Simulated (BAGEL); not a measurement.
**HF/3-21G (density fitting with qzvpp-jkfit) run of CH5BN− (SMILES [BH3-]N=C)**

What is the vertical ionisation energy of CH5BN− at HF/3-21G (density fitting with qzvpp-jkfit)? 

Program for the calculation: BAGEL 1.2.2.

### 1 Starting point

CH5BN− has 8 atoms, charge -1, and is taken as a singlet. As SMILES, `[BH3-]N=C`. Geometry: relaxed at GFN2-xTB.

Bond lengths: B1–N2 1.547 Å, N2–C3 1.237 Å, B1–H4 1.227 Å, B1–H5 1.222 Å, B1–H6 1.227 Å, C3–H7 1.118 Å, C3–H8 1.106 Å. Angles: B1–N2–C3 122.9°, N2–B1–H4 109.8°, N2–B1–H5 108.3°, N2–B1–H6 109.4°, N2–C3–H7 126.8°, N2–C3–H8 120.8°, H4–B1–H5 110.1°, H4–B1–H6 109.4°, H5–B1–H6 109.9°, H7–C3–H8 112.4°.

### 2 The energy at HF/3-21G (density fitting with qzvpp-jkfit)

input.json reads:

```json
{ "bagel": [

{
  "title": "molecule",
  "basis": "3-21g",
  "df_basis": "qzvpp-jkfit",
  "angstrom": true,
  "geometry": [
    { "atom": "B", "xyz": [       0.165600,       1.032650,       0.317000 ] },
    { "atom": "N", "xyz": [       0.676790,      -0.343350,      -0.170270 ] },
    { "atom": "C", "xyz": [      -0.078150,      -1.293200,      -0.410600 ] },
    { "atom": "H", "xyz": [      -0.623460,       1.495860,      -0.501040 ] },
    { "atom": "H", "xyz": [       1.127090,       1.777360,       0.440280 ] },
    { "atom": "H", "xyz": [      -0.400090,       0.897810,       1.397340 ] },
    { "atom": "H", "xyz": [      -1.192360,      -1.302570,      -0.318090 ] },
    { "atom": "H", "xyz": [       0.324580,      -2.264550,      -0.754640 ] }
  ]
},

{
  "title": "hf",
  "charge": -1
},

{
  "title": "print",
  "file": "orbitals.molden",
  "orbitals": true
}

]}
```

Run with:

```bash
$ BAGEL_NUM_THREADS=1 BAGEL input.json > input.out
```

The program printed:

```text
* using 1 threads per process

  ===============================================================
  ===============================================================

  *** Geometry ***

  { "atom" : "B", "xyz" : [      0.312939,      1.951426,      0.599043 ] },
  { "atom" : "N", "xyz" : [      1.278948,     -0.648837,     -0.321764 ] },
  { "atom" : "C", "xyz" : [     -0.147682,     -2.443794,     -0.775922 ] },
  { "atom" : "H", "xyz" : [     -1.178169,      2.826766,     -0.946828 ] },
  { "atom" : "H", "xyz" : [      2.129891,      3.358724,      0.832009 ] },
  { "atom" : "H", "xyz" : [     -0.756061,      1.696615,      2.640590 ] },
  { "atom" : "H", "xyz" : [     -2.253234,     -2.461501,     -0.601103 ] },
  { "atom" : "H", "xyz" : [      0.613367,     -4.279379,     -1.426063 ] },

  Number of auxiliary basis functions:      317

  Since a DF basis is specified, we compute 2- and 3-index integrals:
    o Being stored without compression. Storage requirement is 0.003 GB

  Number of basis functions:       37
  Number of electrons      :       23

    * METHOD: MOLECULE                             0.06

  *** RHF ***

  === Nuclear Repulsion ===
    63.9412384149

      * DIIS with orbital gradients will be used.

  === RHF iteration (3-21g) ===
      0       -119.05783221          0.03315080           0.01
      1       -119.13911221          0.02239881           0.01
      2       -119.19046820          0.00336449           0.01
      3       -119.19276009          0.00113010           0.01
      4       -119.19311638          0.00042882           0.01
      5       -119.19319896          0.00009995           0.01
      6       -119.19320100          0.00002181           0.01
      7       -119.19320111          0.00000525           0.01
      8       -119.19320112          0.00000187           0.01
      9       -119.19320112          0.00000050           0.01
     10       -119.19320112          0.00000016           0.01
     11       -119.19320112          0.00000006           0.01
     12       -119.19320112          0.00000002           0.01
     13       -119.19320112          0.00000000           0.01
    * SCF iteration converged.

    * Permanent dipole moment:
           (    0.369977,     1.633287,     0.491858) a.u.

    * METHOD: HF                                   0.17

    * METHOD: PRINT                                0.00

  ===============================================================
```

Run time: 0.48 s. Hardware: 1 thread of Intel Xeon Platinum 8375C at 2.90GHz (Ice Lake), shared host.

### 3 Doublet neutral CH5BN, same level

input.json reads:

```json
{ "bagel": [

{
  "title": "molecule",
  "basis": "3-21g",
  "df_basis": "qzvpp-jkfit",
  "angstrom": "true",
  "geometry": [
    { "atom": "B", "xyz": [    0.165600,    1.032650,    0.317000 ] },
    { "atom": "N", "xyz": [    0.676790,   -0.343350,   -0.170270 ] },
    { "atom": "C", "xyz": [   -0.078150,   -1.293200,   -0.410600 ] },
    { "atom": "H", "xyz": [   -0.623460,    1.495860,   -0.501040 ] },
    { "atom": "H", "xyz": [    1.127090,    1.777360,    0.440280 ] },
    { "atom": "H", "xyz": [   -0.400090,    0.897810,    1.397340 ] },
    { "atom": "H", "xyz": [   -1.192360,   -1.302570,   -0.318090 ] },
    { "atom": "H", "xyz": [    0.324580,   -2.264550,   -0.754640 ] }
  ]
},
{ "title": "uhf", "nopen": 1 },
{ "title": "print", "file": "orbitals.molden", "orbitals": "true" }

]}
```

Run with:

```bash
$ BAGEL_NUM_THREADS=1 BAGEL input.json > input.out
```

The program printed:

```text
* using 1 threads per process

  ===============================================================
  ===============================================================

  *** Geometry ***

  { "atom" : "B", "xyz" : [      0.312939,      1.951426,      0.599043 ] },
  { "atom" : "N", "xyz" : [      1.278948,     -0.648837,     -0.321764 ] },
  { "atom" : "C", "xyz" : [     -0.147682,     -2.443794,     -0.775922 ] },
  { "atom" : "H", "xyz" : [     -1.178169,      2.826766,     -0.946828 ] },
  { "atom" : "H", "xyz" : [      2.129891,      3.358724,      0.832009 ] },
  { "atom" : "H", "xyz" : [     -0.756061,      1.696615,      2.640590 ] },
  { "atom" : "H", "xyz" : [     -2.253234,     -2.461501,     -0.601103 ] },
  { "atom" : "H", "xyz" : [      0.613367,     -4.279379,     -1.426063 ] },

  Number of auxiliary basis functions:      317

  Since a DF basis is specified, we compute 2- and 3-index integrals:
    o Being stored without compression. Storage requirement is 0.003 GB

  Number of basis functions:       37
  Number of electrons      :       23

    * METHOD: MOLECULE                             0.11

  *** Open-shell HF ***

  === Nuclear Repulsion ===
    63.9412384149

      * DIIS with orbital gradients will be used.

  === UHF iteration (3-21g) ===
      0       -119.03031938          0.04672929           0.02
      1       -119.09692098          0.03034428           0.02
      2       -119.11472015          0.02222998           0.01
      3       -119.12767022          0.00377155           0.01
      4       -119.13088854          0.00134855           0.04
      5       -119.13214714          0.00064909           0.01
      6       -119.13333081          0.00028000           0.01
      7       -119.13415098          0.00021342           0.01
      8       -119.13508968          0.00018983           0.01
      9       -119.13586419          0.00018383           0.01
     10       -119.13675700          0.00015742           0.01
     11       -119.13718550          0.00005184           0.01
     12       -119.13715485          0.00005547           0.02
     13       -119.13719123          0.00002211           0.01
     14       -119.13718972          0.00001510           0.01
     15       -119.13719200          0.00000225           0.01
     16       -119.13719202          0.00000184           0.01
     17       -119.13719206          0.00000145           0.01
     18       -119.13719208          0.00000079           0.01
     19       -119.13719208          0.00000039           0.01
     20       -119.13719208          0.00000015           0.02
     21       -119.13719208          0.00000007           0.01
     22       -119.13719208          0.00000003           0.01
     23       -119.13719208          0.00000002           0.01
     24       -119.13719208          0.00000001           0.01
    * SCF iteration converged.

    * S^2 (UHF) is 1.0110

    * Permanent dipole moment:
           (    0.203657,     2.205126,     0.694401) a.u.

    * METHOD: UHF                                  0.44

    * METHOD: PRINT                                0.00

  ===============================================================
```

It took 0.93 s on 1 thread of Intel Xeon Platinum 8375C at 2.90GHz (Ice Lake), shared host.

### 4 What came out

Level: HF/3-21G (density fitting with qzvpp-jkfit).

| quantity | value |
| --- | --- |
| singlet CH5BN−: total energy | -119.19320 Eh |
| singlet CH5BN−: HOMO energy | -3.66 eV |
| singlet CH5BN−: LUMO energy | 10.55 eV |
| singlet CH5BN−: HOMO–LUMO gap (to an unbound level, set by the basis) | 14.22 eV |
| doublet neutral CH5BN: total energy | -119.13719 Eh |
| doublet neutral CH5BN: dipole moment | 5.90 D |
| doublet neutral CH5BN: ⟨S²⟩ | 1.011 |
| vertical detachment energy (to the doublet neutral) | 1.524 eV |

The vertical ionisation energy comes to 1.52 eV (147 kJ/mol). The negative HOMO energy of the first species, 3.66 eV, lies 2.14 eV above that difference. ⟨S²⟩ (doublet neutral CH5BN) is 1.01 where a pure doublet has 0.75: the reference is spin-contaminated.
